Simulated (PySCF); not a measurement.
Homolysis of single bonds, series B F-Br. Gas-phase values, no solvent. Strings in code marks are SMILES.

The dipole moment from two functionals at the same geometries (PBE0-D4/def2-TZVP), both in PySCF: PBE-D3(BJ)/def2-TZVP and PBE0-D4/def2-TZVP. 

```csv
species,PBE0-D4/def2-TZVP (D)
whole molecule (`FB(F)F`),0.00
radical fragment (`F[B]F`),0.27
radical fragment (`[F]`),0.00
whole molecule (`B(Br)(F)F`),0.27
radical fragment (`Br[B]F`),0.09
radical fragment (`[Br]`),0.00
whole molecule (`FB(Br)Br`),0.32
radical fragment (`Br[B]Br`),0.42
whole molecule (`BrB(Br)Br`),0.00
```

Problem. What does PBE-D3(BJ)/def2-TZVP give for each?

Solution. 
- whole molecule (`FB(F)F`): 0.00
- radical fragment (`F[B]F`): 0.14
- radical fragment (`[F]`): 0.00
- whole molecule (`B(Br)(F)F`): 0.23
- radical fragment (`Br[B]F`): 0.18
- radical fragment (`[Br]`): 0.00
- whole molecule (`FB(Br)Br`): 0.29
- radical fragment (`Br[B]Br`): 0.55
- whole molecule (`BrB(Br)Br`): 0.00
Over these rows, drawn at random from the members with no instability flagged (it was tested for open shells, ions and some series alone), PBE minus PBE0-D4: mean 0.00 D, from -0.13 D to +0.13 D.
